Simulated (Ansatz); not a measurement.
The same path of BClH2 + ClH (6 atoms, charge 0, multiplicity 1) was run 3 times with different band settings. Lost on the way: B1–H2, Cl5–H6. Made: B1–Cl5, H2–H6.

The calculation used Ansatz, RKS PBE-D4/def2-SVP.

Relaxed end points:

```xyz
6
Properties=species:S:1:pos:R:3
B 0.010 0.262 -0.070
H 0.112 0.714 1.051
H 0.961 0.013 -0.777
Cl -1.594 0.253 -0.802
Cl 0.189 -2.227 1.006
H -0.652 -1.915 1.946
```

```xyz
6
Properties=species:S:1:pos:R:3
B 0.010 -0.644 -0.608
H -0.443 0.319 2.353
H 1.043 -0.020 -0.557
Cl -1.479 0.177 -1.020
Cl 0.018 -2.362 -0.280
H -0.124 -0.370 2.467
```

Common settings: movable images 7; climbing image yes; optimiser quadratic models (default); start path through a guess of the saddle point; iteration limit 60; end points relaxed.

| run | spring | force threshold |
| --- | --- | --- |
| 1 | 5.0 eV/Å² | 0.05 eV/Å |
| 2 | 50.0 eV/Å² | 0.05 eV/Å |
| 3 | 5.0 eV/Å² | 0.2 eV/Å |

Question: What does each run give, and how far can it be trusted?

Answer: Run 1: converged after 15 iterations, highest image 0.313 eV above the first end. A vibrational analysis at the climbing image gives one clearly imaginary mode, 572i cm⁻¹: a first-order saddle point.
Run 2: converged after 27 iterations, highest image 0.313 eV above the first end. Another band between the same ends (7 images) ends at a top of the same energy, where a vibrational analysis finds 1 clearly imaginary mode.
Run 3: converged after 23 iterations, highest image 0.306 eV above the first end. The threshold of 0.2 eV/Å is loose, so the images may lie well off the minimum-energy path. The order of the stationary point at the top wasn't checked.
The orbitals stay closed-shell, which can raise the energy where a bond breaks towards radicals; this wasn't checked here.
